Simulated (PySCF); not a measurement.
Compound: C5H7O (doublet state).
Atom-mapped SMILES: `[OH:1][CH:2][CH2:3][C:4]1=[CH:5][CH2:6]1` (hydrogens: H7 on O1; H8 on C2; H9, H10 on C3; H11 on C5; H12, H13 on C6)

Structure used (GFN2-xTB), in Å, numbered top down from 1:
```xyz
13
C5H7O angstrom
O     -2.0143   -0.7119    0.6172
C     -1.5723    0.5354    0.2876
C     -0.6957    0.7437   -0.8988
C      0.6395    0.2613   -0.4901
C      1.8093    0.4304    0.0615
C      1.4067   -0.9953   -0.1977
H     -1.9285   -1.2974   -0.1457
H     -1.4916    1.1809    1.1449
H     -0.6558    1.8037   -1.1548
H     -1.0609    0.1736   -1.7604
H      2.5774    1.0505    0.4493
H      1.1221   -1.6259    0.6397
H      1.8597   -1.5485   -1.0155
```

The hyperfine couplings belong to this conformer and change with its torsions.

Theory: PySCF, UKS B3LYP, pcH-1 on C H O, non-relativistic, mean-field spin-orbit, GIAO. One conformer (not necessarily the lowest) at the GFN2-xTB geometry, without solvent, vibrations or thermal averaging. The geometry wasn't refined by DFT: couplings that depend on bond lengths, twists or pyramidal angles can differ widely from those at the functional's own minimum. The SCF solution wasn't tested for stability.

**Question.** What is the g tensor, term by term?

**Answer.** 
```
                    Δg (ppm)     1     2     3
relativistic mass correction  -200  -200  -200
            gauge correction    -4    32    22
   orbital Zeeman/spin–orbit   -16   855  2089
                       total  -219   688  1911
```

So g = 2.00210, 2.00301, 2.00423 and g_iso = 2.00311; the tensor is rhombic: the two nearest values differ by 43 % of g3 − g1. Axes: g3 points within 3° of the O1–H7 bond.

**Question.** How much does each term add to the isotropic shift?

**Answer.** The orbital-Zeeman/spin–orbit term 976, the mass correction -200 and the gauge correction 17 ppm, for a total of 793 ppm. The orbital-Zeeman/spin–orbit term is the largest in size. The mass correction is the same along every axis, so the anisotropy comes from the other two: their spans along these axes are 36 (gauge) and 2105 ppm (orbital Zeeman/spin–orbit).

**Question.** What are the electron Larmor frequencies g μB B/h along the three axes at 1200 mT?

**Answer.** 33.6263, 33.6415, 33.6620 GHz for g1, g2 and g3, a range of 35.8 MHz.

**Question.** What effective moment and Curie constant follow for a powder?

**Answer.** With the mean of g² = 4.0125 and S(S+1) = 0.75: μ_eff = √(⟨g²⟩S(S+1)) = 1.735 μB and χT = 0.12505·⟨g²⟩·S(S+1) = 0.376 cm³ K/mol (cgs; spin-Hamiltonian part alone).

**Question.** In a frozen sample, at which fields do the three g values resonate at 9.5, 34, 94 and 263 GHz (hyperfine left aside), and which band first spreads them over more than twice a line width of 0.5 mT?

**Answer.** 
```csv
band,GHz,B(g3) mT,B(g2) mT,B(g1) mT,spread mT
X,9.5,338.66,338.87,339.02,0.36
Q,34.0,1212.05,1212.79,1213.34,1.29
W,94.0,3350.96,3353.00,3354.52,3.56
J,263.0,9375.55,9381.27,9385.52,9.97
```

The spread grows in proportion to the frequency. Q band is the first where it exceeds 1.0 mT.

The largest Mulliken spin populations are on C2 (+0.87), O1 (+0.13) and C5 (+0.09). No atom but C2 exceeds +0.15. The angles at C2 add up to 353.5°, so it is slightly pyramidal.

The HOMO–LUMO gaps are 4.71 eV among the α and 5.66 eV among the β orbitals.
